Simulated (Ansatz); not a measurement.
# Heat of formation of CH3N (methanimine) from total energies

The species is CH3N (5 atoms), meant as a singlet with charge 0. As SMILES, `C=N`. Geometry: relaxed at PBE0-D4/def2-TZVP.

```tsv
atom	x (Å)	y (Å)	z (Å)
C	-0.0372	-0.3865	0.0380
N	0.6232	0.6543	-0.2259
H	-1.0902	-0.4006	0.3427
H	0.4575	-1.3569	-0.0362
H	0.0467	1.4898	-0.1186
```

Total energies at r2SCAN/cc-pVTZ (Ansatz 0.2.0); the atoms run unrestricted:

| species | state | energy (Eh) |
| --- | --- | --- |
| CH3N | singlet | -94.605074 |
| C | triplet | -37.832089 |
| N | quartet | -54.579008 |
| H | doublet | -0.499928 |

Harmonic wavenumbers at PBE0-D4/def2-TZVP, in cm⁻¹: 1071, 1106, 1172, 1368, 1491, 1738, 3034, 3132, 3464.

Measured heats of formation of the gaseous atoms at 298.15 K, in kJ/mol: C 716.9, N 472.4, H 218.0. Take 1 Eh = 2625.50 kJ/mol, 1 cm⁻¹ = 0.0119627 kJ/mol, RT = 2.479 kJ/mol.

Question: Work out the heat of formation of the gas at 298 K.

Answer: 
1. Electronic atomisation energy: (-37.832089) + (-54.579008) + 3 × (-0.499928) − (-94.605074) = 0.694193 Eh = 1822.6 kJ/mol.
2. Zero-point energy: half the sum of the wavenumbers, 8788 cm⁻¹ = 105.1 kJ/mol.
3. Thermal vibrational enthalpy, Σ hcν̃/(exp(hcν̃/kT) − 1): 0.2 kJ/mol. Translation, rotation and pV of a non-linear molecule: 4 RT = 9.9 kJ/mol.
4. The 5 free atoms carry 5/2 RT each: 31.0 kJ/mol.
5. Atomisation enthalpy at 298 K: 1822.6 − 105.1 − 0.2 − 9.9 + 31.0 = 1738.4 kJ/mol.
6. Sum of the atoms' heats of formation: 1843.3 kJ/mol. Heat of formation: 1843.3 − 1738.4 = +104.9 kJ/mol.

The tabulated value is +88.7 kJ/mol (Active Thermochemical Tables), so this level is off by +16.2 kJ/mol, or 0.9 % of the atomisation enthalpy. Anharmonicity and any spin-orbit splitting of the molecule are left out.
